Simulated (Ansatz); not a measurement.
## FHSSi, SMILES F[Si]S: a single point in a Gaussian basis, step by step

Program: Ansatz 0.2.0, Python API.

Notebook, run cell by cell (the value of a cell's last expression is shown):

```python
import ansatz as az
import numpy as np
```

```python
geometry_ang = [
    ('F', [-1.1807, 0.0366, 1.1493]),
    ('Si', [0.0627, 0.9442, 0.7554]),
    ('S', [0.9758, -0.0237, -0.9199]),
    ('H', [0.1977, -1.0174, -1.0051]),
]
molecule = az.Crystal.molecule()
for symbol, xyz in geometry_ang:
    molecule = molecule.atom(symbol, xyz)
```

```python
job = molecule.calculation().basis(gaussian='def2-SVP').correlation('ccsd').forces()
print(job.to_yaml())
res = job.run(threads=1, backend='cpu')
report = res.report

report['mean_field']['state']['spin_squared']
```

    crystal:
      periodic: [false, false, false]
      atoms:
        - { symbol: F, position_ang: [-1.1807, 0.0366, 1.1493] }
        - { symbol: Si, position_ang: [0.0627, 0.9442, 0.7554] }
        - { symbol: S, position_ang: [0.9758, -0.0237, -0.9199] }
        - { symbol: H, position_ang: [0.1977, -1.0174, -1.0051] }
    basis:
      gaussian:
        orbitals: def2-SVP
    correlation:
      method: ccsd
    output:
      forces: true
    0.0

```python
type(res).__name__, type(report).__name__
```

    ('RunOutcome', 'dict')

```python
print(f'E = {report["free_energy_ev"]:.6f} eV = {report["free_energy_ev"] / 27.211386246:.7f} Ha')
print('converged:', report['converged'], ' doubts:', report['published_state_doubts'] or 'none')
```

    E = -21405.937419 eV = -786.6536907 Ha
    converged: True  doubts: none

```python
parts = report['correlation']
for name in ('random_phase', 'coupled_cluster', 'perturbative'):
    if name in parts:
        print(f'{name:16s} {parts[name]["energy"]["hartree"]:12.7f} Ha')
if 'second_order' in parts:
    pair = parts['second_order']
    print(f'MP2 same spin {pair["same_spin"]["hartree"]:.7f} Ha, opposite spin {pair["opposite_spin"]["hartree"]:.7f} Ha')
```

    coupled_cluster    -0.4225179 Ha
    MP2 same spin -0.1003912 Ha, opposite spin -0.2931444 Ha

```python
state = report['mean_field']['state']
print(f'mean field: {state["energy"]["hartree"]:.7f} Ha, <S^2> = {abs(state["spin_squared"]):.4f}, stability: {state.get("stability", {}).get("kind")}')
```

    mean field: -786.2311728 Ha, <S^2> = 0.0000, stability: minimum

```python
symbols = [site.symbol for site in molecule.cartesian_sites]
print('forces (eV/A)')
for symbol, f in zip(symbols, report['forces_ev_ang']):
    print(f'  {symbol:2s} {f[0]:9.4f} {f[1]:9.4f} {f[2]:9.4f}')
```

    forces (eV/A)
      F    -1.3279   -1.2904    0.1607
      Si    1.4386    1.6044   -0.0019
      S     1.6232    1.8935    0.0404
      H    -1.7339   -2.2075   -0.1992

```python
charges = report['charge_distribution']
print('dipole moment', round(4.803205 * float(np.linalg.norm(charges['dipole_moment_e_ang'])), 3), 'D')
print('Mulliken:', [(s, round(q, 3)) for s, q in zip(symbols, charges['mulliken_charges_e'])])
```

    dipole moment 0.545 D
    Mulliken: [('F', -0.391), ('Si', 0.568), ('S', -0.239), ('H', 0.062)]

Total energies depend on the basis set; only differences at equal settings carry meaning. The geometry is a force-field or estimated start, not a minimum of this method, and the basis set is short of its limit. Inner cores stay frozen, so this is valence correlation. S² is that of the Hartree-Fock reference. The whole script took 2.7 s on 1 thread of Arm Neoverse V1, on a shared host, peak memory 0.18 GiB.
